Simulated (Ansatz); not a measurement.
Polycrystal shear modulus of cubic perovskite BaTiO3 (cubic high-temperature phase) at several levels of theory

No measured value is used here.

```csv
level (code),value (GPa),cell (Å³/atom)
LDA (Ansatz),125,12.18
PBE (Ansatz),106,12.99
HSE06 (Ansatz),?,12.58
```

Task: Fill in the missing entries.

Result: 
- HSE06 (Ansatz, a quantum-chemistry and plane-wave program), value (GPa): 122

LDA, PBE, HSE06: the relaxation could not lower the start's symmetry, so the cell can be a saddle point above a distorted one. Each level is taken at its own relaxed cell. Ansatz's density-functional and Hartree–Fock values are scalar-relativistic unless marked +SOC, with PAW data made under PBE.
